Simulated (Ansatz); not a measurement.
C3H6O2 can be A, `O[C@@H]1C[C@@H]1O`, or B, `COCC=O`.

Gas-phase electronic energies from Ansatz, PBE0-D4/def2-TZVP geometries. CBS: MP2 limit from def2 TZ/QZ plus the TZ coupled-cluster correction, frozen cores. Functionals use def2-TZVPP. B3LYP here is the variant with VWN-RPA as its local correlation; programs differ in this. Each species was taken in one conformer, which may not be the lowest.

(1) Which is lower in electronic energy at CCSD(T)/CBS, and by how much? (Best estimate.)

(2) Give E(B) − E(A) in kcal/mol with B2PLYP, CCSD/def2-TZVPP, PBE0-D4, ωB97M-V, CCSD(T)/def2-TZVPP, HF/def2-TZVPP, B3LYP-D4. (Best estimate.)

Largest T1 diagnostic: 0.013.

Answers

(1) Computed: B, by 5.8 kcal/mol.

(2) Ansatz gave: B2PLYP -8.9, CCSD/def2-TZVPP -7.1, PBE0-D4 -2.9, ωB97M-V -5.1, CCSD(T)/def2-TZVPP -7.1, HF/def2-TZVPP -13.7, B3LYP-D4 -9.6. None reverses the order clearly.

In def2-TZVPP, CCSD(T) changes the Hartree–Fock value by +6.6 kcal/mol (the triples alone add +0.0 kcal/mol) and MP2 by +9.4 kcal/mol. From PBE to PBE0 (25 % exact exchange), in def2-TZVPP and without D4, E(B) − E(A) moves by +2.3 kcal/mol.
